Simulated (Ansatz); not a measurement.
Input file:

```yaml
crystal:
  periodic: [false, false, false]
  atoms:
    - {symbol: Ge, position_ang: [-1.802883, 0.000000, 0.000000]}
    - {symbol: H, position_ang: [-2.314333, 1.446599, 0.000000]}
    - {symbol: H, position_ang: [-2.314332, -0.723300, 1.252792]}
    - {symbol: H, position_ang: [-2.314333, -0.723299, -1.252791]}
    - {symbol: H, position_ang: [0.194117, 0.000000, 0.000000]}
    - {symbol: Br, position_ang: [1.724117, 0.000000, 0.000000]}
basis:
  gaussian: {orbitals: cc-pVDZ}
magnetization: {spin_polarized: true, initial_magnetization: 1}
correlation: {method: ccsdt_q, electrons: outside_noble_gas}
```

```sh
$ ansatz run in.yaml --threads 2 --pin off --events-out ev --progress --plain --max-ram 16896MiB --backend cuda --devices 0, --max-vram 18GiB
```

**Question.** Roughly how long does this take on 2 threads of AMD EPYC 7R13 with a shared H100 80 GB, shared host, and how much host memory?

**Answer.** 5.5 s wall and 0.9 GiB.

```
1441 factors; integrals over basis functions are off by at most 2.4e-7 eV
mean field evaluation 1: about -126531.6795 eV, gradient 9.8e0 eV
mean field evaluation 2: about -126531.6823 eV, gradient 9.8e0 eV
mean field evaluation 4: about -126532.6720 eV, gradient 1.3e0 eV
mean field evaluation 8: about -126532.7016 eV, gradient 1.4e-3 eV
mean field evaluation 16: about -126532.6972 eV, gradient 1.9e-1 eV
mean field evaluation 32: about -126529.6482 eV, gradient 4.2e-4 eV
mean field -126532.70155625 eV, -4649.9910152468 hartree, gradient 1.3e-6 eV, S^2 0.770379; 1 other end points of the search recorded, 0 dependent functions left out
determinant -126532.70155625 eV, -4649.9910152468 hartree, with singles and doubles -126539.89178093 eV, -4650.2552511299 hartree
determinant -126529.64819727 eV, -4649.8788063737 hartree, with singles and doubles -126536.84894948 eV, -4650.1434291367 hartree
28 core orbitals not correlated: weight in the atoms' cores, before any rotation towards them, 0.999 or more for the frozen orbitals, at most 0.000 for the correlated occupied ones
reference -126532.70155625 eV, -4649.9910152468 hartree; 8, 7 occupied and 38, 39 virtual orbitals, 1441 factors
second order -6.09685715 eV of doubles, -0.00000000 eV of singles
cycle   1  -6.89598462 eV  change   -8.0e-1 eV  update   7.2e-2
cycle   2  -7.30036394 eV  change   -4.0e-1 eV  update   3.0e-2
cycle   3  -7.35049902 eV  change   -5.0e-2 eV  update   1.2e-2
cycle   4  -7.35031700 eV  change    1.8e-4 eV  update   5.0e-3
cycle   5  -7.35142851 eV  change   -1.1e-3 eV  update   1.9e-3
cycle   6  -7.35102619 eV  change    4.0e-4 eV  update   7.7e-4
cycle   7  -7.35094027 eV  change    8.6e-5 eV  update   3.3e-4
cycle   8  -7.35116060 eV  change   -2.2e-4 eV  update   1.5e-4
cycle   9  -7.35120803 eV  change   -4.7e-5 eV  update   6.3e-5
cycle  10  -7.35116714 eV  change    4.1e-5 eV  update   3.1e-5
cycle  11  -7.35116528 eV  change    1.9e-6 eV  update   1.4e-5
cycle  12  -7.35116985 eV  change   -4.6e-6 eV  update   5.1e-6
cycle  13  -7.35117442 eV  change   -4.6e-6 eV  update   2.3e-6
cycle  14  -7.35117731 eV  change   -2.9e-6 eV  update   8.9e-7
cycle  15  -7.35117799 eV  change   -6.8e-7 eV  update   3.7e-7
perturbative correction -0.00930062 eV, -0.0003417916 hartree
Total energy: -126540.06203487 eV, -4650.2615078467 hartree
```
